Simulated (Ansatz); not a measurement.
# AlF₃ (singlet): from Hartree-Fock to the top rungs, cc-pV(Q+d)Z

The task here is to estimate one member of a computed series from the others.

Method: cc-pV(Q+d)Z, core rule «outside noble gas», up to 8 orbitals frozen; program: Ansatz 0.2.0, Gaussian basis.

Plan: UHF; CCSD(T) on RHF; BCCD(T) on RHF.

19 further runs of the same task are left out: 8 for a known fault of the program, 2 that didn't finish, 9 set aside as unsound or not needed.

## The system

The geometry is an MP2(full)/6-31G* stationary point (not a proven minimum).

4 atoms, charge 0, spin multiplicity 1.

Atoms are counted from 1 here; the program's logs count them from 0.

Bond lengths: Al1–F2 1.645 Å, Al1–F3 1.645 Å, Al1–F4 1.645 Å. Angles: F2–Al1–F3 120.0°, F2–Al1–F4 120.0°, F3–Al1–F4 120.0°.

Set-up of the first run:

Input file in.yaml:

```yaml
crystal:
  periodic: [false, false, false]
  atoms:
    - {symbol: Al, position_ang: [0.000000, 0.000000, 0.000000]}
    - {symbol: F, position_ang: [0.000000, 1.644720, 0.000000]}
    - {symbol: F, position_ang: [1.424369, -0.822360, 0.000000]}
    - {symbol: F, position_ang: [-1.424369, -0.822360, 0.000000]}
basis:
  gaussian: {orbitals: "cc-pV(Q+d)Z.json"}
magnetization: {spin_polarized: true, initial_magnetization: 0}
hamiltonian: {xc: hf}
output: {orbitals: {seedname: orbitals}}
```

Command:

```console
> ansatz run in.yaml --threads 1 --pin off --events-out ev --progress --plain --max-ram 3956MiB --backend cpu
```

Steps of the session up to this table: UHF; CCSD(T) on RHF; BCCD(T) on RHF.

One table of the session follows, with a row left open; its other results are not shown here.

| method | from RCCSD(T) (meV) |
| --- | --- |
| RHF | +25268.1 |
| RMP2 | ? |
| RCCSD | +751.3 |
| RCCSD(T) | 0 |
| BCCD(T) | -7.7 |

Estimate the missing values for RMP2.

The run gave: from RCCSD(T) (meV): +511.8. In the column «from RCCSD(T) (meV)» it lies between RCCSD(T) (0) and RCCSD (+751.3).
